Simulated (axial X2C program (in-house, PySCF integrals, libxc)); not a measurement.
Worked dissociation energy of F₂: PBE0, 2c

All values were computed with an axial X2C code built on PySCF integrals. Two-component (2c) means X2C with spin–orbit coupling and atomic mean-field two-electron Coulomb and Gaunt terms. Basis: F dyall-av3z [7s6p3d2f] (cores contracted in-house); Gaussian nuclei, density fitting, unrestricted open shells. Masses: F 18.998 u.

Molecular state: Ω = 0 (closed shell).

| Quantity | Value |
| --- | --- |
| E(F) (2M_J = 1) | -99.763095 hartree |
| E(F₂) at Re | -199.582303 hartree |
| ωe | 1098.8 cm⁻¹ |
| ωexe | 6.81 cm⁻¹ |

(1) Work out De and D0.

Occupations by symmetry block were frozen at the best pattern of an incomplete PBE0 search. Closed shells are restricted here (equal orbitals for both partners); the stretched side of such a curve lies too high. Dissociation energies refer to the lowest single-determinant-based atoms at the same level and basis. The 2c atoms are single determinants rather than J levels; their spin–orbit lowering is only partly caught, and De is too large by that part. This holds for PBE0. Without a current term, density functionals place determinants with orbital angular momentum somewhat too high.

Each atomic determinant is the lowest at this level and need not be a pure J level. Totals compare only within one Hamiltonian and basis.

## Answers

(1) De = -99.763095 + (-99.763095) − (-199.582303) = 0.05611 hartree = 1.527 eV. The zero-point energy is ωe/2 − ωexe/4 = 548 cm⁻¹ = 0.068 eV, so D0 = 1.459 eV.
